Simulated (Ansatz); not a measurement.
# CH4FSi (SMILES C[SiH]F): UB3LYP/aug-cc-pVDZ

What is the vertical doublet–quartet gap of CH4FSi at UB3LYP/aug-cc-pVDZ? 

The calculation is run with Ansatz 0.2.0.

45 further runs of the same task are left out: 45 set aside as unsound or not needed.

## (1) The structure to begin with

The species is CH4FSi (7 atoms), meant as a doublet with charge 0. SMILES: `C[SiH]F`. Geometry: relaxed at PBE0-D4/def2-TZVP.

Bond lengths: C1–Si2 1.864 Å, Si2–F3 1.609 Å, C1–H4 1.091 Å, C1–H5 1.093 Å, C1–H6 1.094 Å, Si2–H7 1.494 Å. Angles: C1–Si2–F3 108.7°, C1–Si2–H7 111.7°, F3–Si2–H7 106.7°, Si2–C1–H4 111.5°, Si2–C1–H5 109.9°, Si2–C1–H6 110.0°, H4–C1–H5 108.4°, H4–C1–H6 108.5°, H5–C1–H6 108.5°.

## (2) A single-point energy at UB3LYP/aug-cc-pVDZ

Contents of in.yaml:

```yaml
crystal:
  periodic: [false, false, false]
  atoms:
    - {symbol: C, position_ang: [-0.653500, 0.389500, -0.298000]}
    - {symbol: Si, position_ang: [0.917400, -0.594100, -0.104100]}
    - {symbol: F, position_ang: [0.640700, -1.812800, 0.909600]}
    - {symbol: H, position_ang: [-1.444900, -0.207800, -0.754100]}
    - {symbol: H, position_ang: [-0.470200, 1.260900, -0.931700]}
    - {symbol: H, position_ang: [-1.000700, 0.738300, 0.679600]}
    - {symbol: H, position_ang: [2.011300, 0.226000, 0.498700]}
basis:
  gaussian:
    orbitals: aug-cc-pVDZ
magnetization:
  spin_polarized: true
  initial_magnetization: 1
hamiltonian:
  xc: {name: B3LYP}
accuracy: high
output: {orbitals: {seedname: orbitals}}
```

The run is started by

```
$ ansatz run in.yaml --threads 1 --pin off --max-ram 3480MiB --events-out events.jsonl --progress --plain --runs-dir runs
```

The program printed:

```text
Warning: RAYON_NUM_THREADS=1 ignored (pool sized by the plan → 1); use --threads N
Functional definition: B3LYP
  name "B3LYP"
  parameter a0 = 0.2
  parameter ax = 0.72
  parameter ac = 0.81
  exchange = (1 - a0 - ax)*slater_x + ax*b88_x + a0*exact_x
  correlation = (1 - ac)*vwn_rpa_c + ac*lyp_c
2190 factors; integrals over basis functions are off by at most 3.6e-9 eV
mean field evaluation 1: about -11689.6342 eV, gradient 4.4e1 eV
mean field evaluation 2: about -11682.1268 eV, gradient 5.8e1 eV
mean field evaluation 4: about -11697.8573 eV, gradient 4.3e0 eV
mean field evaluation 8: about -11697.9820 eV, gradient 1.1e-1 eV
mean field evaluation 16: about -11697.9821 eV, gradient 2.6e-5 eV
mean field -11697.98206510 eV, -429.8929117154 hartree, gradient 7.3e-9 eV, S^2 0.751306; 0 other end points of the search recorded, 0 dependent functions left out
reference -11697.98211431 eV, -429.8929135239 hartree; 17, 16 occupied and 92, 93 virtual orbitals, 2190 factors
Total energy: -11697.98211431 eV, -429.8929135239 hartree
```

Run time: 17 s. Hardware: 1 thread of Arm Neoverse V2, shared host; peak memory 0.47 GiB.

## (3) The quartet

Contents of job.yaml:

```yaml
crystal:
  periodic: [false, false, false]
  atoms:
    - {symbol: C, position_ang: [-0.653500, 0.389500, -0.298000]}
    - {symbol: Si, position_ang: [0.917400, -0.594100, -0.104100]}
    - {symbol: F, position_ang: [0.640700, -1.812800, 0.909600]}
    - {symbol: H, position_ang: [-1.444900, -0.207800, -0.754100]}
    - {symbol: H, position_ang: [-0.470200, 1.260900, -0.931700]}
    - {symbol: H, position_ang: [-1.000700, 0.738300, 0.679600]}
    - {symbol: H, position_ang: [2.011300, 0.226000, 0.498700]}
basis:
  gaussian: {orbitals: aug-cc-pVDZ}
magnetization: {spin_polarized: true, initial_magnetization: 3}
hamiltonian: {xc: {name: B3LYP}}
accuracy: high
output: {orbitals: {seedname: orbitals}}
```

The run is started by

```
$ ansatz run job.yaml --threads 1 --pin off --max-ram 3480MiB --events-out events.jsonl --progress --plain --runs-dir runs
```

The program printed, shortened:

```text
Warning: RAYON_NUM_THREADS=1 ignored (pool sized by the plan → 1); use --threads N
[... 7 set-up lines as earlier in the session ...]
2190 factors; integrals over basis functions are off by at most 3.6e-9 eV
mean field evaluation 1: about -11682.6458 eV, gradient 4.0e1 eV
mean field evaluation 2: about -11673.1059 eV, gradient 5.4e1 eV
mean field evaluation 4: about -11690.2088 eV, gradient 4.5e0 eV
mean field evaluation 8: about -11690.4230 eV, gradient 5.3e-1 eV
mean field evaluation 16: about -11690.4313 eV, gradient 2.4e-2 eV
mean field evaluation 32: about -11690.4315 eV, gradient 2.7e-5 eV
mean field evaluation 64: about -11690.1964 eV, gradient 1.2e0 eV
mean field -11690.43154239 eV, -429.6154351237 hartree, gradient 3.2e-8 eV, S^2 3.754881; 6 other end points of the search recorded, 0 dependent functions left out
reference -11690.43157937 eV, -429.6154364829 hartree; 18, 15 occupied and 91, 94 virtual orbitals, 2190 factors
Total energy: -11690.43157937 eV, -429.6154364829 hartree
```

It took 41 s on 1 thread of Arm Neoverse V2, shared host; peak memory 0.48 GiB.

## (4) What came out

Level: UB3LYP/aug-cc-pVDZ.

```
                                        quantity          value
                           doublet: total energy  -429.89291 Eh
     doublet: HOMO energy (highest over α and β)       -5.86 eV
      doublet: LUMO energy (lowest over α and β)       -2.69 eV
                                   doublet: ⟨S²⟩          0.751
                           quartet: total energy  -429.61544 Eh
     quartet: HOMO energy (highest over α and β)       -2.03 eV
                                   quartet: ⟨S²⟩          3.755
vertical energy of the quartet above the doublet       7.551 eV
```

What this shows: At this shape the quartet lies 7.55 eV (174 kcal/mol) above the doublet.
